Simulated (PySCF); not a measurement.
s-BuOMe, C5H12O.
Cartesian coordinates in Å at the PBE0-D3(BJ)/def2-TZVP level; atoms count from 1:
```xyz
18
C5H12O angstrom
C     -2.0015   -0.9977    0.1845
C     -1.3906    0.2610   -0.4033
C      0.1063    0.3639   -0.1796
C      0.6642    1.6858   -0.6760
O      0.7016   -0.7366   -0.8412
C      2.0052   -1.0266   -0.4253
H     -3.0737   -1.0482   -0.0163
H     -1.8654   -1.0298    1.2695
H     -1.5327   -1.8872   -0.2386
H     -1.5748    0.3033   -1.4824
H     -1.8618    1.1487    0.0304
H      0.3085    0.2702    0.9014
H      0.4787    1.7908   -1.7477
H      1.7392    1.7639   -0.5038
H      0.1842    2.5200   -0.1595
H      2.3017   -1.9571   -0.9107
H      2.7224   -0.2455   -0.7085
H      2.0572   -1.1648    0.6640
```

Level: wB97X-D/pcSseg-2 in PySCF, non-relativistic, on one gas-phase PBE0-D3(BJ)/def2-TZVP geometry that isn't relaxed in the solvent. The solvent is an IEF-PCM continuum (van der Waals radii × 1.2). The model holds no explicit solvent molecules, cavitation or dispersion.

Gas phase at wB97X-D/pcSseg-2: HOMO -9.23 eV, LUMO 2.37 eV, dipole 1.19 D.

Task: What does the continuum do to the energy, the frontier levels and the dipole at wB97X-D/pcSseg-2 in chloroform?

Result: 
| solvent | ε | E(solvent) − E(gas) (kJ/mol) | polarisation term (kJ/mol) | distortion of the solute (kJ/mol) | HOMO (eV) | LUMO (eV) | dipole (D) |
| --- | --- | --- | --- | --- | --- | --- | --- |
| chloroform | 4.711 | -8.11 | -9.00 | 0.89 | -9.22 | 2.50 | 1.54 |

Polarisation term: ½ Σ q·V over the induced surface charges. Distortion: the rise of the solute's own energy as its density leaves the gas-phase optimum.

Task: Which radius a makes the point-dipole formula ΔE = −[(ε − 1)/(2ε + 1)]·μ²/a³ give the value in chloroform, with the gas-phase dipole?

Result: μ = 0.466 au and |ΔE| = 0.00309 Eh give a = 1.55 Å; the farthest nucleus lies 3.26 Å from the centroid of the nuclei, so such a sphere wouldn't even hold the nuclei. The formula assumes a rigid point dipole at the centre of a sphere.

Task: Give the dipole vector in the frame of the coordinates (D, pointing from negative to positive charge), gas and chloroform.

Result: Gas (0.55, 0.69, 0.79), solvent (0.65, 0.92, 1.05). Its length changes by +30 % and its direction by 2°.

On AMD EPYC, 2 threads, on a shared host, this took 2.5 min wall, 5.0 min CPU and 2.5 GiB of memory at its peak. This is the whole shielding run at wB97X-D/pcSseg-2 in chloroform, SCF included.

wB97X-D is run here without its empirical dispersion term; that term would change no orbital, density or response property at a fixed geometry.
